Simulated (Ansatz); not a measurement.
Ansatz (a quantum-chemistry and plane-wave program) input (HF/6-31G*):

Ansatz 0.2 input:
```yaml
crystal:
  periodic: [false, false, false]
  atoms:
    - {symbol: C, position_ang: [1.33139352, -0.35797257, -0.01594585]}
    - {symbol: C, position_ang: [0.11735970, 0.48858970, -0.00045471]}
    - {symbol: O, position_ang: [-1.20206126, -0.19014779, 0.01345840]}
    - {symbol: H, position_ang: [-1.86764978, 0.48842977, 0.02234339]}
    - {symbol: H, position_ang: [0.10482508, 1.14326101, 0.88026048]}
    - {symbol: H, position_ang: [0.08462809, 1.14647579, -0.87825048]}
    - {symbol: H, position_ang: [1.31120888, -1.02195517, 0.86477550]}
    - {symbol: H, position_ang: [1.29095839, -1.01873188, -0.89839276]}
basis:
  gaussian:
    orbitals: 6-31G*
hamiltonian:
  xc: {name: HF}
total_charge: -1
phonons: {temperatures: {t_min: 298.15, t_max: 298.15, t_step: 100}}
```

Output:

```
WARN ansatz: RAYON_NUM_THREADS=1 ignored (pool sized by the plan → 1); use --threads N
Functional definition: HF
integrals: 0.01 GiB planned
637 factors; integrals over basis functions are off by at most 3.7e-4 eV
mean field: 0.09 GiB planned
mean field evaluation 1: about -4171.2428 eV, gradient 2.7e1 eV
mean field evaluation 2: about -4171.2419 eV, gradient 2.7e1 eV
mean field evaluation 4: about -4173.2928 eV, gradient 2.8e0 eV
mean field evaluation 8: about -4173.3201 eV, gradient 4.3e-4 eV
mean field -4173.32013660 eV, -153.3666862421 hartree, gradient 1.7e-5 eV, S^2 0.000000; 0 other end points of the search recorded, 0 dependent functions left out
the calculation of the forces begins
reference -4173.32013660 eV, -153.3666862421 hartree; 13, 13 occupied and 42, 42 virtual orbitals, 637 factors
these checks for a lower state are left out or cut short: stability, starts, cluster_reference, orbital_swaps, neighbouring_geometries, increment
integrals: 0.01 GiB planned
637 factors; integrals over basis functions are off by at most 3.7e-4 eV
mean field: 0.09 GiB planned
mean field evaluation 16: about -4173.3201 eV, gradient 2.8e-6 eV
mean field -4173.32006091 eV, -153.3666834604 hartree, gradient 1.5e-6 eV, S^2 0.000000; 0 other end points of the search recorded, 0 dependent functions left out
the calculation of the forces begins
reference -4173.32006091 eV, -153.3666834604 hartree; 13, 13 occupied and 42, 42 virtual orbitals, 637 factors
these checks for a lower state are left out or cut short: stability, starts, cluster_reference, orbital_swaps, neighbouring_geometries, increment
integrals: 0.01 GiB planned
637 factors; integrals over basis functions are off by at most 3.7e-4 eV
mean field: 0.09 GiB planned
mean field -4173.32005893 eV, -153.3666833876 hartree, gradient 1.5e-6 eV, S^2 0.000000; 0 other end points of the search recorded, 0 dependent functions left out
the calculation of the forces begins
reference -4173.32005893 eV, -153.3666833876 hartree; 13, 13 occupied and 42, 42 virtual orbitals, 637 factors
these checks for a lower state are left out or cut short: stability, starts, cluster_reference, orbital_swaps, neighbouring_geometries, increment
integrals: 0.01 GiB planned
637 factors; integrals over basis functions are off by at most 3.7e-4 eV
mean field: 0.09 GiB planned
mean field evaluation 32: about -4173.3200 eV, gradient 2.8e-6 eV
mean field -4173.31999728 eV, -153.3666811221 hartree, gradient 1.5e-6 eV, S^2 0.000000; 0 other end points of the search recorded, 0 dependent functions left out
the calculation of the forces begins
reference -4173.31999728 eV, -153.3666811221 hartree; 13, 13 occupied and 42, 42 virtual orbitals, 637 factors
these checks for a lower state are left out or cut short: stability, starts, cluster_reference, orbital_swaps, neighbouring_geometries, increment
integrals: 0.01 GiB planned
637 factors; integrals over basis functions are off by at most 3.7e-4 eV
mean field: 0.09 GiB planned
mean field -4173.31999496 eV, -153.3666810370 hartree, gradient 1.5e-6 eV, S^2 0.000000; 0 other end points of the search recorded, 0 dependent functions left out
the calculation of the forces begins
reference -4173.31999496 eV, -153.3666810370 hartree; 13, 13 occupied and 42, 42 virtual orbitals, 637 factors
these checks for a lower state are left out or cut short: stability, starts, cluster_reference, orbital_swaps, neighbouring_geometries, increment
integrals: 0.01 GiB planned
637 factors; integrals over basis functions are off by at most 3.7e-4 eV
mean field: 0.09 GiB planned
mean field -4173.32002439 eV, -153.3666821185 hartree, gradient 1.5e-6 eV, S^2 0.000000; 0 other end points of the search recorded, 0 dependent functions left out
the calculation of the forces begins
reference -4173.32002439 eV, -153.3666821185 hartree; 13, 13 occupied and 42, 42 virtual orbitals, 637 factors
these checks for a lower state are left out or cut short: stability, starts, cluster_reference, orbital_swaps, neighbouring_geometries, increment
integrals: 0.01 GiB planned
637 factors; integrals over basis functions are off by at most 3.7e-4 eV
mean field: 0.09 GiB planned
mean field -4173.32002455 eV, -153.3666821241 hartree, gradient 1.5e-6 eV, S^2 0.000000; 0 other end points of the search recorded, 0 dependent functions left out
the calculation of the forces begins
reference -4173.32002455 eV, -153.3666821241 hartree; 13, 13 occupied and 42, 42 virtual orbitals, 637 factors
these checks for a lower state are left out or cut short: stability, starts, cluster_reference, orbital_swaps, neighbouring_geometries, increment
integrals: 0.01 GiB planned
637 factors; integrals over basis functions are off by at most 3.7e-4 eV
mean field: 0.09 GiB planned
[...]
mean field -4173.32008795 eV, -153.3666844543 hartree, gradient 2.4e-6 eV, S^2 0.000000; 0 other end points of the search recorded, 0 dependent functions left out
the calculation of the forces begins
reference -4173.32008795 eV, -153.3666844543 hartree; 13, 13 occupied and 42, 42 virtual orbitals, 637 factors
these checks for a lower state are left out or cut short: stability, starts, cluster_reference, orbital_swaps, neighbouring_geometries, increment
integrals: 0.01 GiB planned
637 factors; integrals over basis functions are off by at most 3.7e-4 eV
mean field: 0.09 GiB planned
mean field -4173.32011503 eV, -153.3666854495 hartree, gradient 8.5e-6 eV, S^2 0.000000; 0 other end points of the search recorded, 0 dependent functions left out
the calculation of the forces begins
reference -4173.32011503 eV, -153.3666854495 hartree; 13, 13 occupied and 42, 42 virtual orbitals, 637 factors
these checks for a lower state are left out or cut short: stability, starts, cluster_reference, orbital_swaps, neighbouring_geometries, increment
integrals: 0.01 GiB planned
637 factors; integrals over basis functions are off by at most 3.7e-4 eV
mean field: 0.09 GiB planned
mean field -4173.32011355 eV, -153.3666853949 hartree, gradient 8.0e-6 eV, S^2 0.000000; 0 other end points of the search recorded, 0 dependent functions left out
the calculation of the forces begins
reference -4173.32011355 eV, -153.3666853949 hartree; 13, 13 occupied and 42, 42 virtual orbitals, 637 factors
these checks for a lower state are left out or cut short: stability, starts, cluster_reference, orbital_swaps, neighbouring_geometries, increment
integrals: 0.01 GiB planned
637 factors; integrals over basis functions are off by at most 3.7e-4 eV
mean field: 0.09 GiB planned
mean field -4173.32009010 eV, -153.3666845332 hartree, gradient 1.7e-6 eV, S^2 0.000000; 0 other end points of the search recorded, 0 dependent functions left out
the calculation of the forces begins
reference -4173.32009010 eV, -153.3666845332 hartree; 13, 13 occupied and 42, 42 virtual orbitals, 637 factors
these checks for a lower state are left out or cut short: stability, starts, cluster_reference, orbital_swaps, neighbouring_geometries, increment
integrals: 0.01 GiB planned
637 factors; integrals over basis functions are off by at most 3.7e-4 eV
mean field: 0.09 GiB planned
mean field -4173.32009171 eV, -153.3666845925 hartree, gradient 1.7e-6 eV, S^2 0.000000; 0 other end points of the search recorded, 0 dependent functions left out
the calculation of the forces begins
reference -4173.32009171 eV, -153.3666845925 hartree; 13, 13 occupied and 42, 42 virtual orbitals, 637 factors
these checks for a lower state are left out or cut short: stability, starts, cluster_reference, orbital_swaps, neighbouring_geometries, increment
integrals: 0.01 GiB planned
637 factors; integrals over basis functions are off by at most 3.7e-4 eV
mean field: 0.09 GiB planned
mean field -4173.32006327 eV, -153.3666835472 hartree, gradient 1.9e-6 eV, S^2 0.000000; 0 other end points of the search recorded, 0 dependent functions left out
the calculation of the forces begins
reference -4173.32006327 eV, -153.3666835472 hartree; 13, 13 occupied and 42, 42 virtual orbitals, 637 factors
these checks for a lower state are left out or cut short: stability, starts, cluster_reference, orbital_swaps, neighbouring_geometries, increment
integrals: 0.01 GiB planned
637 factors; integrals over basis functions are off by at most 3.7e-4 eV
mean field: 0.09 GiB planned
mean field evaluation 160: about -4173.3201 eV, gradient 2.2e-5 eV
mean field -4173.32006327 eV, -153.3666835472 hartree, gradient 2.6e-6 eV, S^2 0.000000; 0 other end points of the search recorded, 0 dependent functions left out
the calculation of the forces begins
reference -4173.32006327 eV, -153.3666835472 hartree; 13, 13 occupied and 42, 42 virtual orbitals, 637 factors
these checks for a lower state are left out or cut short: stability, starts, cluster_reference, orbital_swaps, neighbouring_geometries, increment
integrals: 0.01 GiB planned
637 factors; integrals over basis functions are off by at most 3.7e-4 eV
mean field: 0.09 GiB planned
mean field -4173.32012570 eV, -153.3666858415 hartree, gradient 1.3e-6 eV, S^2 0.000000; 0 other end points of the search recorded, 0 dependent functions left out
the calculation of the forces begins
reference -4173.32012570 eV, -153.3666858415 hartree; 13, 13 occupied and 42, 42 virtual orbitals, 637 factors
these checks for a lower state are left out or cut short: stability, starts, cluster_reference, orbital_swaps, neighbouring_geometries, increment
integrals: 0.01 GiB planned
637 factors; integrals over basis functions are off by at most 3.7e-4 eV
mean field: 0.09 GiB planned
mean field -4173.32012715 eV, -153.3666858947 hartree, gradient 9.5e-6 eV, S^2 0.000000; 0 other end points of the search recorded, 0 dependent functions left out
the calculation of the forces begins
reference -4173.32012715 eV, -153.3666858947 hartree; 13, 13 occupied and 42, 42 virtual orbitals, 637 factors
these checks for a lower state are left out or cut short: stability, starts, cluster_reference, orbital_swaps, neighbouring_geometries, increment
integrals: 0.01 GiB planned
637 factors; integrals over basis functions are off by at most 3.7e-4 eV
mean field: 0.09 GiB planned
mean field -4173.32009411 eV, -153.3666846807 hartree, gradient 2.6e-6 eV, S^2 0.000000; 0 other end points of the search recorded, 0 dependent functions left out
the calculation of the forces begins
reference -4173.32009411 eV, -153.3666846807 hartree; 13, 13 occupied and 42, 42 virtual orbitals, 637 factors
these checks for a lower state are left out or cut short: stability, starts, cluster_reference, orbital_swaps, neighbouring_geometries, increment
integrals: 0.01 GiB planned
637 factors; integrals over basis functions are off by at most 3.7e-4 eV
mean field: 0.09 GiB planned
mean field -4173.32009145 eV, -153.3666845828 hartree, gradient 2.3e-6 eV, S^2 0.000000; 0 other end points of the search recorded, 0 dependent functions left out
the calculation of the forces begins
reference -4173.32009145 eV, -153.3666845828 hartree; 13, 13 occupied and 42, 42 virtual orbitals, 637 factors
these checks for a lower state are left out or cut short: stability, starts, cluster_reference, orbital_swaps, neighbouring_geometries, increment
integrals: 0.01 GiB planned
637 factors; integrals over basis functions are off by at most 3.7e-4 eV
mean field: 0.09 GiB planned
mean field -4173.32006656 eV, -153.3666836683 hartree, gradient 2.4e-6 eV, S^2 0.000000; 0 other end points of the search recorded, 0 dependent functions left out
the calculation of the forces begins
reference -4173.32006656 eV, -153.3666836683 hartree; 13, 13 occupied and 42, 42 virtual orbitals, 637 factors
these checks for a lower state are left out or cut short: stability, starts, cluster_reference, orbital_swaps, neighbouring_geometries, increment
integrals: 0.01 GiB planned
637 factors; integrals over basis functions are off by at most 3.7e-4 eV
mean field: 0.09 GiB planned
mean field evaluation 192: about -4173.3200 eV, gradient 8.0e-2 eV
mean field -4173.32006749 eV, -153.3666837023 hartree, gradient 8.7e-7 eV, S^2 0.000000; 0 other end points of the search recorded, 0 dependent functions left out
the calculation of the forces begins
reference -4173.32006749 eV, -153.3666837023 hartree; 13, 13 occupied and 42, 42 virtual orbitals, 637 factors
Total energy: -4173.32013660 eV, -153.3666862421 hartree
Atom 0 at     1.331394    -0.357973    -0.015946 Å, force     0.000312     0.000346    -0.000003 eV/Å
Atom 1 at     0.117360     0.488590    -0.000455 Å, force    -0.000100    -0.001655    -0.000002 eV/Å
Atom 2 at    -1.202061    -0.190148     0.013458 Å, force     0.000637     0.000874    -0.000006 eV/Å
Atom 3 at    -1.867650     0.488430     0.022343 Å, force    -0.000860     0.000018     0.000010 eV/Å
Atom 4 at     0.104825     1.143261     0.880260 Å, force     0.000293    -0.000345    -0.000091 eV/Å
Atom 5 at     0.084628     1.146476    -0.878250 Å, force     0.000295    -0.000345     0.000083 eV/Å
Atom 6 at     1.311209    -1.021955     0.864776 Å, force    -0.000292     0.000554    -0.000270 eV/Å
Atom 7 at     1.290958    -1.018732    -0.898393 Å, force    -0.000285     0.000553     0.000279 eV/Å
Dipole moment:    -0.994424     0.468474     0.012278 e Å
Vibrations: 313.75 431.19 440.31 866.29 892.26 893.81 1098.16 1321.56 1329.32 1434.60 1526.07 1625.30 1636.96 3005.28 3009.18 3056.48 3066.09 4000.63 cm⁻¹, zero-point energy 1.856493 eV
```

The blocks after the first are displaced geometries, from whose forces the wavenumbers follow.

The dipole moment of an ion depends on the origin.
